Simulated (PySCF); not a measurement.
Numbering as in the mapped SMILES `[CH3:1][CH2:2][CH2:3][C:4](=[O:5])[Cl:6]`. Each H is labelled by its parent atom.

PySCF calculation with NMR shieldings at B97-2/pcSseg-2/GIAO and structure optimised with PBE0-D3(BJ)/def2-TZVP; relativity neglected, rapidly exchanging positions averaged, no solvent model, single conformer.

Question: Predict the 2D correlation tables (HSQC, COSY, HMBC).

Answer: 

HSQC (one-bond C–H):
| δH | δC |
| --- | --- |
| 2.88 (H(C3)) | 53.5 (C3) |
| 1.65 (H(C2)) | 22.8 (C2) |
| 0.91 (H(C1)) | 15.6 (C1) |

COSY cross peaks (H two or three bonds apart, from the bond graph; peaks can be absent where the dihedral angle is near 90°):
| δH | δH |
| --- | --- |
| 2.88 (H(C3)) | 1.65 (H(C2)) |
| 1.65 (H(C2)) | 0.91 (H(C1)) |

HMBC (two and three bonds, from the bond graph):
| δH | δC |
| --- | --- |
| 2.88 (H(C3)) | 187.4 (C4), 22.8 (C2), 15.6 (C1) |
| 1.65 (H(C2)) | 187.4 (C4), 53.5 (C3), 15.6 (C1) |
| 0.91 (H(C1)) | 53.5 (C3), 22.8 (C2) |

References, each an isolated molecule treated in the same way: ¹H and ¹³C vs TMS.

Short H···H contacts in this conformer between protons four or more bonds apart (candidates for NOE cross peaks, intensity ∝ r⁻⁶): H(C1)···H(C3) 2.58 Å.

Carbons that carry Cl, above all several Cl atoms, come out too deshielded, partly because spin–orbit coupling is missing. Shifts are as computed. Against solution values, carbons near 30 ppm lie about +3 ppm off and those near 130 ppm about +7 ppm; carbons on Cl a further +5 ppm. Of 1211 compounds with measured shifts, 218 miss one by over three times the rms of a fit or turn the order of signals round; such compounds aren't used in these exercises.
